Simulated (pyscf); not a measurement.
Optimised with ωB97X-D3(BJ)/def2-SVP in PySCF. MP2 and CC: frozen core, UHF for open shells. ΔMP2 is the change of the MP2 total energy from the triple- to the quadruple-zeta basis.

Task: How much does it cost (ΔH, 298 K, CCSD(T)/def2-TZVPP + ΔMP2(QZVPP)) to split `[CH3][AlH2]` at its Al–H bond into [H₃C–AlH]• + H•?

Result: Al–H to [H₃C–AlH]• + H•: 85.0 kcal/mol. The radicals are drawn with the spin at the cut bond; how far it spreads was not checked. Other isomers of [H₃C–AlH]• were not searched in full and may lie lower. The CCSD(T) − MP2 part came from Ansatz, without density fitting, on the same reference.
